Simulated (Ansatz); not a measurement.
**Basis-set limit of H$_{2}$O, singlet**

```xyz
3

O     0.0000   -0.0691    0.0000
H     0.0000    0.5483    0.7576
H     0.0000    0.5483   -0.7576
```

Ansatz 0.2.0, RHF determinant, valence electrons correlated. Energies in eV.

| set | X | functions | Hartree–Fock | MP2 correlation | CCSD(T) correlation | time |
| --- | --- | --- | --- | --- | --- | --- |
| def2-TZVPPD | 3 | 74 | -2069.7376 | -7.2159 | -7.5820 | 2 s on 1 × NVIDIA H100 80GB HBM3 with 1 thread of AMD EPYC 7R13 Processor (Zen 3), on a shared host |
| def2-QZVPPD | 4 | 132 | -2069.8240 | -7.7524 | -8.0792 | 2.4 s on 1 × NVIDIA H100 80GB HBM3 with 1 thread of AMD EPYC 7R13 Processor (Zen 3) (shared host) |

Hartree–Fock is taken to follow E(X) = E∞ + A·exp(−7.88·√X), correlation E(X) = E∞ + B·X^−2.97.

Question: Work out the CCSD(T) energy at the limit, and how far the shortcut misses it that extrapolates MP2 and adds CCSD(T) minus MP2 from the smaller set.

Answer: Hartree–Fock: E∞ = E4 + 0.1377·(E4 − E3) = -2069.8359. Correlation: E∞ = E4 + 0.7407·(E4 − E3) = -8.4475 for CCSD(T) and -8.1498 for MP2. The limit is -2078.2833 eV, 0.380 eV below def2-QZVPPD. The shortcut gives a correlation energy of -8.1498 + (-0.3661) = -8.5158, 68 meV lower than the direct value.
